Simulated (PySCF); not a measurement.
**Relaxation of quartet S₄⁺**

Computed with UPBE0 in PySCF with S def2-TZVP; no relativity; density-fitted integrals. A (50,194) grid was used.

A hand-made tetrahedron start, of Td symmetry, held to at least that symmetry:

```xyz
4
charge 1 multiplicity 4, angstrom
S     0.7283    0.7283    0.7283
S     0.7283   -0.7283   -0.7283
S    -0.7283    0.7283   -0.7283
S    -0.7283   -0.7283    0.7283
```

Optimiser trace:
```tsv
step	E − E(last) (kJ/mol)	largest gradient (Eh/bohr)
0	162.00	0.07948
1	17.66	0.02175
2	2.00	0.00684
3	0.04	0.00094
4	0.00	0.00005
```

It ends at Td with S–S 2.284 Å (×6); S–S–S 60.0° (×12). A frequency run shows 5 imaginary modes, down to 494i cm⁻¹, so it is a higher-order saddle point. Other isomers or separated fragments may lie lower.

Final geometry:
```xyz
4
charge 1 multiplicity 4, angstrom
S     0.8075    0.8075    0.8075
S     0.8075   -0.8075   -0.8075
S    -0.8075    0.8075   -0.8075
S    -0.8075   -0.8075    0.8075
```

At this level a doublet minimum of D4h symmetry lies 375 kJ/mol below this structure.

The relaxation took 14 s on 4 threads of a shared Arm Neoverse V2 host, with 148 basis functions and 5 gradients; the process peaked at 0.81 GiB.
